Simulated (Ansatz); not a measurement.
## Molecular dynamics, step by step

SiH$_{6}$S (SMILES S.[SiH4]), closed shell, PBE0-D4/def2-SVP (Ansatz 0.2.0). Settings (timestep in fs, temperature in K; T counts 18 degrees of freedom):

```yaml
hamiltonian: {xc: pbe0, dispersion: d4}
md: {n_steps: 30, timestep: 0.5, temperature: 1500, ensemble: nve, seed: 855, initial_velocities: maxwell_boltzmann}
```

Start (the SMILES describes the start alone):

```
8
angstrom
S -0.0021 -0.5293 -2.3077
H -1.0045 0.3607 -2.3598
H 0.9292 0.4345 -2.3663
Si 0.0154 -0.0573 1.3980
H -1.1151 -0.9537 1.0539
H 1.3027 -0.6761 0.9970
H 0.0246 0.1697 2.8682
H -0.1503 1.2516 0.7165
```

```
step  time (fs)  potential energy less the start (meV)  kinetic energy (meV)  T (K)
   0       0.00                                    0.0                1163.3   1500
   2       1.00                                  114.8                1049.7   1353
   4       2.00                                  335.8                 831.2   1072
   6       3.00                                  514.1                 654.4    844
   8       4.00                                  564.7                 602.7    777
  10       5.00                                  543.0                 622.6    803
  12       6.00                                  555.5                 609.6    786
  14       7.00                                  643.5                 522.3    673
  16       8.00                                  770.5                 396.4    511
  18       9.00                                  873.2                 294.5    380
  20      10.00                                  903.4                 264.5    341
  22      11.00                                  842.4                 325.4    420
  24      12.00                                  699.8                 467.4    603
  26      13.00                                  509.2                 657.2    847
  28      14.00                                  321.4                 844.1   1088
  30      15.00                                  196.0                 968.6   1249
```

Step 8, positions (Å) and forces (eV/Å):

```tsv
atom	x	y	z	Fx	Fy	Fz
S1	-0.004	-0.525	-2.308	0.678	-1.425	0.090
H2	-1.077	0.225	-2.475	-0.309	0.959	-0.052
H3	0.970	0.392	-2.170	-0.363	0.471	-0.060
Si4	0.015	-0.044	1.412	2.075	-1.644	-2.272
H5	-1.010	-0.852	0.864	-1.435	-1.242	-0.040
H6	1.300	-0.791	0.914	-0.677	0.718	0.445
H7	0.077	0.028	2.801	-0.122	0.459	2.180
H8	-0.214	1.092	0.586	0.153	1.705	-0.292
```

Step 12, positions (Å) and forces (eV/Å):

| atom | x | y | z | Fx | Fy | Fz |
| --- | --- | --- | --- | --- | --- | --- |
| S1 | -0.004 | -0.526 | -2.307 | -0.013 | -0.480 | -0.050 |
| H2 | -1.138 | 0.211 | -2.536 | 0.892 | 0.296 | 0.203 |
| H3 | 0.978 | 0.398 | -2.074 | -0.866 | 0.188 | -0.191 |
| Si4 | 0.019 | -0.041 | 1.415 | 0.761 | -1.556 | -2.049 |
| H5 | -1.033 | -0.866 | 0.766 | -0.439 | -0.432 | 0.681 |
| H6 | 1.265 | -0.814 | 0.894 | -0.474 | 0.733 | 0.459 |
| H7 | 0.097 | -0.019 | 2.880 | -0.266 | 0.425 | 0.378 |
| H8 | -0.239 | 1.101 | 0.504 | 0.406 | 0.826 | 0.569 |

Step 18, positions (Å) and forces (eV/Å):

```
atom       x       y       z      Fx      Fy      Fz
  S1  -0.003  -0.527  -2.307  -0.461   0.063  -0.191
  H2  -1.161   0.209  -2.610   1.437  -0.100   0.448
  H3   0.927   0.420  -1.946  -0.951   0.038  -0.313
 Si4   0.026  -0.040   1.414  -1.391  -0.864  -1.372
  H5  -1.091  -0.910   0.674   0.611   0.505   1.410
  H6   1.188  -0.800   0.894   0.519   0.209   0.132
  H7   0.107  -0.057   3.008  -0.362   0.438  -1.590
  H8  -0.246   1.164   0.429   0.597  -0.289   1.477
```

Last step (30):

S1  (-0.004, -0.533, -2.308)
H2  (-0.982, 0.241, -2.682)
H3  (0.645, 0.498, -1.749)
Si4  (0.026, -0.043, 1.402)
H5  (-1.064, -0.875, 0.827)
H6  (1.223, -0.759, 0.903)
H7  (0.044, -0.026, 2.885)
H8  (-0.121, 1.223, 0.633)
(Å)

Hardware: 2 CPU threads of an Arm Neoverse V1, shared host. Wall time about 25 s.
